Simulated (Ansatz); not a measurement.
**BClH4Si: up Jacob's ladder to CCSD(T)**

An exercise on one series of results from a longer session: the logs are not shown, and one member is left open.

Program: Ansatz 0.2.0, Gaussian basis. Level of theory: functionals in def2-TZVPP, the program's frozen cores in correlated methods. These are calculated values, not measurements.

The runs, in order: LDA (SPW92), PBE-D4, revPBE-D4, BLYP-D4, r2SCAN-D4, B97M-V, PBE0-D4, B3LYP-D4, r2SCANh-D4, r2SCAN0-D4, HSE06-D4, BHLYP-D4, CAM-B3LYP-D4, LC-ωPBE, ωB97X-V, ωB97M-V, B2PLYP, PBE-QIDH; CCSD(T)/def2-SVP; CCSD(T)/def2-TZVPP; MP2/def2-QZVPP; extrapolation to the limit; RPA on PBE.

### Structure used throughout

The geometry comes from an earlier relaxation with PBE0-D4 in a triple-zeta def2 set; it is a stationary point, not always the lowest conformer.

SMILES `B[SiH2]Cl`, 7 atoms, charge 0, spin multiplicity 1.

Atoms are counted from 1 here; the program's logs count them from 0.

Bond lengths: B1–Si2 2.003 Å, B1–H4 1.197 Å, B1–H5 1.193 Å, Si2–Cl3 2.064 Å, Si2–H6 1.488 Å, Si2–H7 1.488 Å. Angles: Si2–B1–H4 118.0°, Si2–B1–H5 123.6°, H4–B1–H5 118.4°, B1–Si2–Cl3 113.7°, B1–Si2–H6 109.8°, B1–Si2–H7 110.1°, Cl3–Si2–H6 107.4°, Cl3–Si2–H7 107.4°, H6–Si2–H7 108.2°.

Set-up of the first run:

Contents of in.yaml:

```yaml
crystal:
  periodic: [false, false, false]
  atoms:
    - {symbol: B, position_ang: [-1.019711, 0.003000, -0.689648]}
    - {symbol: Si, position_ang: [0.626985, -0.105926, 0.445197]}
    - {symbol: Cl, position_ang: [1.793681, 1.595890, 0.380320]}
    - {symbol: H, position_ang: [-1.746343, -0.947366, -0.719322]}
    - {symbol: H, position_ang: [-1.315778, 0.962965, -1.333305]}
    - {symbol: H, position_ang: [0.245609, -0.331359, 1.866117]}
    - {symbol: H, position_ang: [1.476857, -1.245303, 0.004843]}
basis:
  gaussian: {orbitals: def2-TZVPP}
hamiltonian: {xc: lda}
output: {orbitals: {seedname: orbitals}}
```

The run is started by

```bash
$ ansatz run in.yaml --threads 2 --pin off --events-out ev --progress --plain --max-ram 4352MiB
```

Among the steps run: LDA; PBE-D4 (GGA); revPBE-D4 (GGA); BLYP-D4 (GGA); r2SCAN-D4 (meta-GGA); B97M-V (meta-GGA); B3LYP-D4 (hybrid); r2SCANh-D4 (hybrid); r2SCAN0-D4 (hybrid); HSE06-D4 (hybrid); BHLYP-D4 (hybrid); CAM-B3LYP-D4 (range-separated); LC-ωPBE (range-separated); ωB97X-V (range-separated); ωB97M-V (range-separated); B2PLYP (double hybrid); PBE-QIDH (double hybrid).

One of the session's tables, all rows but one given; the rest of the session is left out.

It belongs to the step «Orbital energies across the functionals». 

| functional | HOMO (eV) | LUMO (eV) | gap (eV) |
| --- | --- | --- | --- |
| LDA (SPW92) | -7.12 | -4.05 | 3.07 |
| PBE-D4 | -7.04 | -3.77 | 3.27 |
| revPBE-D4 | -7.01 | -3.66 | 3.35 |
| BLYP-D4 | -6.92 | -3.60 | 3.32 |
| r2SCAN-D4 | -7.34 | -3.43 | 3.91 |
| B97M-V | -7.45 | -3.59 | 3.87 |
| PBE0-D4 | -8.31 | -2.76 | 5.55 |
| B3LYP-D4 | -8.10 | -2.96 | 5.13 |
| r2SCANh-D4 | -7.80 | -3.08 | 4.72 |
| r2SCAN0-D4 | ? | ? | ? |
| HSE06-D4 | -7.91 | -3.15 | 4.76 |
| BHLYP-D4 | -9.49 | -1.68 | 7.81 |
| CAM-B3LYP-D4 | -9.66 | -1.62 | 8.04 |
| LC-ωPBE | -11.03 | -0.41 | 10.62 |
| ωB97X-V | -10.67 | -0.52 | 10.15 |
| ωB97M-V | -10.47 | -0.78 | 9.69 |

Estimate the missing values for r2SCAN0-D4.

Worked estimate for «HOMO (eV)». Against the share of exact exchange, r2SCAN-D4 (0, -7.34), r2SCANh-D4 (0.1, -7.80) give a slope of -4.60 per unit share; at 0.25 the line stands at -8.49.

**Answer.** HOMO (eV): -8.50; LUMO (eV): -2.57; gap (eV): 5.93. In «HOMO (eV)» the line misses by +0.01.
